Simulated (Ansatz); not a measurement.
Born–Oppenheimer molecular dynamics of C₂H₇Al (10 atoms, charge 0, multiplicity 1). It starts from a relaxed structure.

Theory: RKS PBE/6-31G* (Ansatz).

```yaml
ensemble: NVT, Langevin thermostat
time_step: 0.5 fs
steps_asked: 500
set_temperature: 400 K
friction: 0.05 /fs
seed: 284870
```

First frame:

```xyz
10
Properties=species:S:1:pos:R:3
Al 0.030 -0.006 0.019
C -0.022 0.019 1.993
H -0.930 -0.465 2.393
H 0.858 -0.465 2.453
H -0.035 1.063 2.363
C 1.718 -0.021 -1.007
H 1.915 -1.035 -1.406
H 1.666 0.648 -1.885
H 2.599 0.267 -0.408
H -1.364 -0.007 -0.798
```

Problem. How far do the bonds stretch over the last three quarters of this one trajectory? (Pairs bonded in most of those frames.)

Solution. 
| bond | mean (Å) | spread (Å) | shortest | longest |
| --- | --- | --- | --- | --- |
| Al1–C2 | 1.987 | 0.029 | 1.94 | 2.06 |
| Al1–C6 | 1.969 | 0.048 | 1.89 | 2.07 |
| Al1–H10 | 1.627 | 0.036 | 1.56 | 1.72 |
| C2–H3 | 1.114 | 0.051 | 1.00 | 1.26 |
| C2–H4 | 1.111 | 0.037 | 1.03 | 1.21 |
| C2–H5 | 1.112 | 0.028 | 1.04 | 1.22 |
| C6–H7 | 1.114 | 0.045 | 1.03 | 1.23 |
| C6–H8 | 1.115 | 0.034 | 1.04 | 1.18 |
| C6–H9 | 1.104 | 0.021 | 1.06 | 1.17 |

Mean temperature of the second half: 457 K. The mean temperature of the second half is 14 % above the set value. A run of 0.25 ps of so small a system gives no equilibrium averages.

Run time: 15 min on 1 thread of Arm Neoverse V1 (shared host), peak memory 0.12 GiB.
